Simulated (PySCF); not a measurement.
Two structures of CH7BO, closed shell, reached by relaxing down either side of one saddle point (PBE0-D4/def2-TZVP). Energies are electronic, without zero-point energy. Program: PySCF 2.14 with density fitting (its default auxiliary sets; JK sets also for MP2 and CCSD(T)). Basis: def2-TZVPP and def2-QZVPP. Cores are frozen in the correlated methods. Extrapolation: Hartree–Fock as exp(−7.88 √X), correlation as X^−2.97. First:

```
atom    x (Å)    y (Å)    z (Å)
  B1  -0.1401  -1.2849  -0.3380
  H2   0.7315  -2.1176  -0.4068
  H3  -0.5526  -0.8915  -1.4092
  H4  -1.0001  -1.5026   0.4795
  H5   1.4346   0.1623  -0.2549
  O6   0.6561   0.0081   0.2909
  C7  -0.1258   1.2047   0.3865
  H8   0.4831   1.9957   0.8246
  H9  -0.5019   1.4890  -0.5978
 H10  -0.9607   0.9640   1.0396
```

Second:

```
10
angstrom
B -0.5046 -0.8889 0.9037
H 1.0165 -1.6796 -2.1099
H -1.5741 -0.8796 0.3523
H -0.0963 -1.8335 1.5139
H 1.3318 -1.3338 -1.5286
O 0.2890 0.1888 0.8537
C -0.0772 1.3625 0.1566
H -0.0766 2.2017 0.8544
H 0.6617 1.5546 -0.6239
H -1.0675 1.2624 -0.2957
```

Question: Which bonds change from the first to the second?

Answer: CH₄O ([CH3][OH]) + BH₃ → CH₅BO ([BH2][O][CH3]) + H₂; bonds formed: H2–H5; dative contacts that become bonds: B1–O6; bonds broken: B1–H2, H5–O6.

Question: Give the saddle point's structure and its height above each. (To be estimated.)

Answer: The calculation gives: 26.17 kcal/mol above the first and 39.27 kcal/mol above the second (CCSD(T) at an estimated basis limit (MP2 extrapolated from triple and quadruple zeta, plus CCSD(T) − MP2 in triple zeta)).
B1  (-0.180, -1.200, 0.010)
H2  (0.935, -1.394, -0.717)
H3  (-1.053, -1.006, -0.786)
H4  (-0.240, -2.117, 0.774)
H5  (1.039, -0.568, -0.125)
O6  (0.346, 0.094, 0.702)
C7  (-0.120, 1.307, 0.141)
H8  (0.385, 2.131, 0.646)
H9  (0.087, 1.362, -0.934)
H10  (-1.200, 1.391, 0.288)
(Å)

T1 diagnostic: at most 0.014. The end structure is not quite a true minimum (one mode of 41i cm⁻¹).

The step is the kind of ligand exchange by which a precursor binds to a hydroxyl group, or is hydrolysed, in atomic layer deposition of oxides.

Labels in which every atom is bracketed show which atoms are joined, not bond orders.

For scale, one of the runs: CCSD(T)/def2-TZVPP, 191 basis functions, launched by `OMP_NUM_THREADS=4 python run.py`. Time: 5.9 min of wall clock on 4 CPU threads of an Intel Xeon; the host was shared. Peak host memory: 2 GiB.
